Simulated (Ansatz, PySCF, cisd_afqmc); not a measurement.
System: CF$_{3}$, charge 0, doublet. CF3 (SMILES F[C](F)F, doublet).
B3LYP-D3(BJ)/def2-TZVP minimum from Ansatz (a quantum-chemistry and plane-wave program):
```
C
F 1 1.3212
F 1 1.3212 2 111.37
F 1 1.3212 2 111.37 3 -124.97
```
Charge 0, spin multiplicity 2.

Atomisation energy term by term, kcal/mol (programs: Ansatz, cisd_afqmc). UHF or UKS for unpaired electrons; spin-orbit terms are left out. Cores are frozen in correlated methods. Rows without X2C or -DK are non-relativistic. AFQMC is phaseless with a CISD trial state; ± is one standard error, without the phaseless bias. Outlying blocks are dropped, and bars are widened where a walk drifts. Over all cases where full CI ran beside it in this data, AFQMC minus full CI had a median of +0.1 mEh and passed +0.4 mEh in a tenth of the cases. CBS(X,Y): correlation extrapolated as X^-3, Hartree-Fock from the larger set. A bracket is a step between two methods taken in the basis named. '+ core + X2C': CCSD(T) terms for core correlation (cc-pwCVTZ) and scalar relativity (cc-pVTZ-DK).

```tsv
term	basis	kcal/mol
Hartree-Fock	cc-pVQZ	223.69
CCSD correlation	CBS(cc-pVTZ,cc-pVQZ)	110.14
(T)	CBS(cc-pVTZ,cc-pVQZ)	10.68
CCSDT(Q) - CCSD(T)	cc-pVDZ	0.78
core correlation	cc-pwCVTZ	1.06
scalar relativity	X2C, cc-pVTZ-DK	-0.64
minus zero-point energy	Hessian by PySCF at B3LYP-D3(BJ)/def2-TZVP	-7.52
sum: D0		338.2
```

The step beyond CCSD(T) by other levels: AFQMC/CISD in cc-pVDZ 0.89 ± 0.21; AFQMC/CISD in cc-pVTZ 0.10 ± 0.34 kcal/mol.
